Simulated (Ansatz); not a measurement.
Frontier orbitals of BClH2, SMILES `BCl`.

Z-matrix (Å, degrees):
```
B
Cl 1 1.733
H 1 1.190 2 118.1
H 1 1.190 2 118.1 3 -180.0
```

Charge 0, multiplicity 1. All single points use the PBE0-D4/def2-TZVP geometry. Basis def2-TZVPP, the Gaussian-basis code of Ansatz.

```json
{"functional": "PBE", "HOMO (eV)": "-7.27", "LUMO (eV)": "-2.84", "gap (eV)": "4.43"}
{"functional": "BLYP", "HOMO (eV)": "-7.15", "LUMO (eV)": "-2.68", "gap (eV)": "4.47"}
{"functional": "PBE0", "HOMO (eV)": "-8.65", "LUMO (eV)": "-1.82", "gap (eV)": "6.83"}
{"functional": "B3LYP", "HOMO (eV)": "-8.42", "LUMO (eV)": "-2.04", "gap (eV)": "6.38"}
{"functional": "r2SCANh", "HOMO (eV)": "-8.08", "LUMO (eV)": "-2.10", "gap (eV)": "5.98"}
{"functional": "r2SCAN0", "HOMO (eV)": "-8.84", "LUMO (eV)": "-1.59", "gap (eV)": "7.25"}
{"functional": "CAM-B3LYP", "HOMO (eV)": "-10.05", "LUMO (eV)": "-0.69", "gap (eV)": "9.36"}
{"functional": "ωB97M-V", "HOMO (eV)": "-10.92", "LUMO (eV)": "0.20", "gap (eV)": "11.12"}
```

(1) What is the vertical ionisation energy at frozen-core CCSD(T)/CBS(def2)? (Estimate.)

## Answers

(1) The calculation gave: 11.69 eV (T1 of the cation 0.043).

From PBE to PBE0 the HOMO moves by −1.38 eV and the LUMO by +1.02 eV, and with ωB97M-V by −3.66 and +3.04 eV, so the gap grows from 4.43 to 11.13 eV with exact exchange. A positive LUMO is unbound and depends on the basis. −ε(HOMO) differs from that ionisation energy by −4.42 eV with PBE and −0.77 eV with ωB97M-V.

B3LYP here is the variant with VWN-RPA as its local correlation; programs differ in this.
